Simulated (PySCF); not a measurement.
# CH3, SMILES `[CH3]` (charge 0, multiplicity 2)

All values below come from TPSSh-D3(BJ)/def2-TZVP // B3LYP-D3(BJ)/def2-TZVP (PySCF 2.14.0).

```yaml
highest_occupied_spin_orbital: -6.06 eV
dipole_moment: 0.00 D
total_energy: -39.8615 Ha
cost: about 25 core-seconds (a rough figure)
```

Bond lengths (Å): C1–H2 1.079, C1–H3 1.079, C1–H4 1.079. Bond angles (°): H2–C1–H3 120.0, H2–C1–H4 120.0, H3–C1–H4 120.0.
Charge 0, spin multiplicity 2.
